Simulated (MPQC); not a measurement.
**H2SO2 (SMILES O=[SH2]=O): levels of theory compared**

Aim: a comparison of 6 runs (HF/STO-3G, HF/3-21G, HF/def2-SVP, SVWN1/MINI (Huzinaga), B3LYP/6-31G*, PBE0/def2-SVP) of H2SO2. 

The calculation is run with MPQC 2.3.1.

3 further runs of the same task are left out: 1 that didn't finish, 2 set aside as unsound or not needed.

## 1. The system as given

H2SO2 has 5 atoms, charge 0, and is taken as a singlet. SMILES: `O=[SH2]=O`. Geometry: relaxed at GFN2-xTB.

Bond lengths: O1–S2 1.425 Å, S2–O3 1.425 Å, S2–H4 1.399 Å, S2–H5 1.399 Å. Angles: O1–S2–O3 121.4°, O1–S2–H4 107.9°, O1–S2–H5 107.9°, O3–S2–H4 107.9°, O3–S2–H5 107.9°, H4–S2–H5 102.1°.

## 2. Energy and gradient at HF/STO-3G (run 1)

run.in reads:

```
molecule<Molecule>: (
   symmetry = c1
   unit = angstrom
   { atoms geometry } = {
      O  [ -0.986390 0.275820 1.043450 ]
      S  [ 0.013430 -0.014140 0.070290 ]
      O  [ 1.269430 -0.576280 0.440760 ]
      H  [ -0.558620 -0.842170 -0.901330 ]
      H  [ 0.262150 1.156770 -0.653170 ]
   }
)
basis<GaussianBasisSet>: (
   name = "STO-3G"
   molecule = $:molecule
   basisdir = "."
   puream = yes
)
mpqc: (
   checkpoint = no
   savestate = no
   restart = no
   do_energy = yes
   do_gradient = yes
   optimize = no
   mole<CLHF>: (
      molecule = $:molecule
      basis = $:basis
      total_charge = 0
      memory = 1000000000
      print_evals = yes
      print_npa = yes
      maxiter = 120
      value_accuracy = 1e-08
      guess_wavefunction<CLHF>: (
         molecule = $:molecule
         total_charge = 0
         memory = 1000000000
         value_accuracy = 1e-3
         basis<GaussianBasisSet>: (
            name = "MINI (Huzinaga)"
            molecule = $:molecule
         )
      )
   )
)
```

The basis set STO-3G is read from a file made from the Basis Set Exchange's data (not shown).

Command:

```sh
mpqc run.in > run.out
```

The program printed:

```text
MPQC: Massively Parallel Quantum Chemistry
[...]
  LUMO is    18   A =   0.338941
  total scf energy = -541.5589769720
[...]
Value of the MolecularEnergy: -541.5589769720
  Gradient of the MolecularEnergy:
      1    0.1712758738
      2   -0.0501699067
      3   -0.1626582066
      4    0.0366946798
      5   -0.0388331221
      6    0.1923218147
      7   -0.2136870594
      8    0.0952005493
      9   -0.0598090638
     10    0.0003553822
     11   -0.0092315793
     12    0.0142746359
[...]
      symmetry = c1
[...]
```

It took 0.26 s on 1 thread of Arm Neoverse V1, shared host.

## 3. Energy and forces at HF/3-21G (run 2)

job.in reads:

```
% emacs should use -*- KeyVal -*- mode
molecule<Molecule>: (
   symmetry = c1
   unit = bohr
   { atoms geometry } = {
      O  [ -1.86400695   0.52122426   1.97183472 ]
      S  [ 0.02537902  -0.02672073   0.13282885 ]
      O  [ 2.39887503  -1.08901137   0.83291569 ]
      H  [ -1.05563881  -1.59147065  -1.70326685 ]
      H  [ 0.49539170   2.18597849  -1.23431241 ]
   }
)
basis<GaussianBasisSet>: (
   name = "3-21G"
   molecule = $:molecule
   basisdir = "."
   puream = yes
)
mpqc: (
   checkpoint = no
   savestate = no
   restart = no
   do_energy = yes
   do_gradient = yes
   optimize = no
   mole<CLHF>: (
      molecule = $:molecule
      basis = $:basis
      total_charge = 0
      memory = 1000000000
      print_evals = yes
      print_npa = yes
      maxiter = 120
      value_accuracy = 1e-08
      guess_wavefunction<CLHF>: (
         molecule = $:molecule
         total_charge = 0
         memory = 1000000000
         value_accuracy = 1e-3
         basis<GaussianBasisSet>: (
            name = "STO-3G"
            molecule = $:molecule
         )
      )
   )
)
```

The basis set 3-21G is read from a file made from the Basis Set Exchange's data (not shown).

Command:

```sh
mpqc -o job.out job.in
```

The program printed:

```text
MPQC: Massively Parallel Quantum Chemistry
[...]
  LUMO is    18   A =   0.129576
  total scf energy = -545.2773244215
[...]
Value of the MolecularEnergy: -545.2773244215
  Gradient of the MolecularEnergy:
      1    0.1374830613
      2   -0.0409784581
      3   -0.1248936475
      4    0.0332759600
      5   -0.0352374258
      6    0.1744500236
      7   -0.1694673815
      8    0.0749266305
      9   -0.0428855238
     10   -0.0059342490
     11   -0.0122801798
     12   -0.0049584582
[...]
      symmetry = c1
[...]
```

Run time: 0.83 s. Hardware: 1 thread of Arm Neoverse V1, shared host.

Run 3 isn't shown in full; the table further down has it.

## 4. Energy and forces at SVWN1/MINI (Huzinaga) (run 4)

mol.in reads:

```
% emacs should use -*- KeyVal -*- mode
molecule<Molecule>: (
   symmetry = c1
   unit = bohr
   { atoms geometry } = {
      O  [ -1.86400695   0.52122426   1.97183472 ]
      S  [ 0.02537902  -0.02672073   0.13282885 ]
      O  [ 2.39887503  -1.08901137   0.83291569 ]
      H  [ -1.05563881  -1.59147065  -1.70326685 ]
      H  [ 0.49539170   2.18597849  -1.23431241 ]
   }
)
basis<GaussianBasisSet>: (
   name = "MINI (Huzinaga)"
   molecule = $:molecule
   puream = no
)
mpqc: (
   checkpoint = no
   savestate = no
   restart = no
   do_energy = yes
   do_gradient = yes
   optimize = no
   mole<CLKS>: (
      molecule = $:molecule
      basis = $:basis
      total_charge = 0
      memory = 1000000000
      print_evals = yes
      print_npa = yes
      maxiter = 100
      functional<StdDenFunctional>: ( name = "SVWN1" )
      integrator<RadialAngularIntegrator>: ( grid = fine )
      guess_wavefunction<CLHF>: (
         molecule = $:molecule
         total_charge = 0
         memory = 1000000000
         value_accuracy = 1e-3
         basis<GaussianBasisSet>: (
            name = "MINI (Huzinaga)"
            molecule = $:molecule
         )
      )
   )
)
```

Command:

```sh
mpqc mol.in > mol.out
```

The program printed:

```text
MPQC: Massively Parallel Quantum Chemistry
[...]
  Integrated electron density error = 0.000623904874
  iter     1 energy = -543.8515302942 delta = 5.43041e-01
  Integrated electron density error = 0.000525011952
  iter     2 energy = -543.8084359987 delta = 1.08136e-01
[...]
  Integrated electron density error = 0.000006705029
  iter    24 energy = -543.8995192126 delta = 1.25916e-08
  Integrated electron density error = 0.000006705028
  iter    25 energy = -543.8995192126 delta = 1.10827e-08
  Integrated electron density error = 0.000006705028
  iter    26 energy = -543.8995192126 delta = 1.13314e-08
[...]
  LUMO is    18   A =  -0.054350
  total scf energy = -543.8995192126
[...]
  Integrated electron density error = 0.000006704827
  Total Gradient:
[...]
Value of the MolecularEnergy: -543.8995192126
  Gradient of the MolecularEnergy:
      1    0.2433499098
      2   -0.0719857973
      3   -0.2253789723
      4    0.0278267696
      5   -0.0294020516
      6    0.1457360657
      7   -0.3015432589
      8    0.1337663513
      9   -0.0797966211
     10    0.0452912426
     11    0.0571289879
     12    0.0887748201
[...]
        symmetry = c1
[...]
```

Wall time 2.8 s (1 thread of Arm Neoverse V1, shared host).

Run 5 isn't shown in full; the table further down has it.

## 5. Energy and gradient at PBE0/def2-SVP (run 6)

mol.in reads:

```
molecule<Molecule>: (
   symmetry = c1
   unit = bohr
   { atoms geometry } = {
      O  [ -1.86400695   0.52122426   1.97183472 ]
      S  [ 0.02537902  -0.02672073   0.13282885 ]
      O  [ 2.39887503  -1.08901137   0.83291569 ]
      H  [ -1.05563881  -1.59147065  -1.70326685 ]
      H  [ 0.49539170   2.18597849  -1.23431241 ]
   }
)
basis<GaussianBasisSet>: (
   name = "def2-SVP"
   molecule = $:molecule
   basisdir = "."
   puream = yes
)
mpqc: (
   checkpoint = no
   savestate = no
   restart = no
   do_energy = yes
   do_gradient = yes
   optimize = no
   mole<CLKS>: (
      molecule = $:molecule
      basis = $:basis
      total_charge = 0
      memory = 1000000000
      print_evals = yes
      print_npa = yes
      maxiter = 120
      value_accuracy = 1e-08
      functional<SumDenFunctional>: (
         a0 = 0.25
         coefs = [ 0.75 1 ]
         funcs: [ <PBEXFunctional>: () <PBECFunctional>: () ]
      )
      integrator<RadialAngularIntegrator>: ( grid = xfine )
      guess_wavefunction<ExtendedHuckelWfn>: (
         molecule = $:molecule
         total_charge = 0
         multiplicity = 1
         basis<GaussianBasisSet>: (
            name = "STO-3G"
            molecule = $:molecule
         )
      )
   )
)
```

The basis set def2-SVP is read from a file made from the Basis Set Exchange's data (not shown).

Command:

```sh
mpqc mol.in > mol.out
```

The program printed:

```text
MPQC: Massively Parallel Quantum Chemistry
[...]
  CLSCF::init: total charge = 0
[...]
  nbasis = 56
[...]
  Integrated electron density error = -0.000283407202
  iter     1 energy = -545.5090302171 delta = 1.64650e-01
  Integrated electron density error = -0.000476945666
  iter     2 energy = -542.3517622007 delta = 1.64105e-01
[...]
  Integrated electron density error = -0.000000917974
  iter    12 energy = -549.1899177963 delta = 2.15485e-06
  Integrated electron density error = -0.000000917960
  iter    13 energy = -549.1899177965 delta = 2.63733e-07
  Integrated electron density error = -0.000000917958
  iter    14 energy = -549.1899177965 delta = 4.23776e-08
[...]
  LUMO is    18   A =  -0.006250
  total scf energy = -549.1899177965
[...]
  Integrated electron density error = -0.000000919579
  Total Gradient:
[...]
Value of the MolecularEnergy: -549.1899177965
  Gradient of the MolecularEnergy:
      1    0.0286409191
      2   -0.0091940290
      3   -0.0207071368
      4    0.0044251868
      5   -0.0045665782
      6    0.0231264331
      7   -0.0333691738
      8    0.0141823321
      9   -0.0041398305
     10   -0.0031403951
     11   -0.0082594030
     12   -0.0001619357
[...]
        symmetry = c1
[...]
```

It took 23 s on 1 thread of Arm Neoverse V1, shared host; peak memory 0.18 GiB.

## 6. All runs side by side

```
run                               level   starting guess  Cartesian functions  energy (Eh)  HOMO energy (eV)  LUMO energy (eV)  HOMO–LUMO gap (eV)  wall time
  1                           HF/STO-3G  MINI (Huzinaga)                   no  -541.558977             -8.09              9.22               17.31     0.26 s
  2                            HF/3-21G           STO-3G                   no  -545.277324            -12.46              3.53               15.98     0.83 s
  3                         HF/def2-SVP    huckel STO-3G                   no  -548.040068            -12.91              2.98               15.90      3.9 s
  4               SVWN1/MINI (Huzinaga)  MINI (Huzinaga)                  yes  -543.899519             -7.21             -1.48                5.73      2.8 s
  5  B3LYP/6-31G* (spherical functions)            3-21G                   no  -549.720139             -8.81              0.09                8.89       22 s
  6                       PBE0/def2-SVP    huckel STO-3G                   no  -549.189918             -8.95             -0.17                8.78       23 s
```

## 7. Summary of results

| quantity | value |
| --- | --- |
| run 6: total energy | -549.18992 Eh |
| run 6: HOMO energy | -8.95 eV |
| run 6: LUMO energy | -0.17 eV |
| run 6: HOMO–LUMO gap | 8.78 eV |
| run 6: largest force on an atom | 1.878 eV/Å |

In words: The HOMO–LUMO gap runs from 5.73 eV (SVWN1/MINI (Huzinaga)) to 17.31 eV (HF/STO-3G). The two ends differ in method and basis. Totals of different functionals can't be ranked against each other. In runs 1, 4 the basis is minimal, so the values are rough. All runs together took 53 s, the longest 23 s.
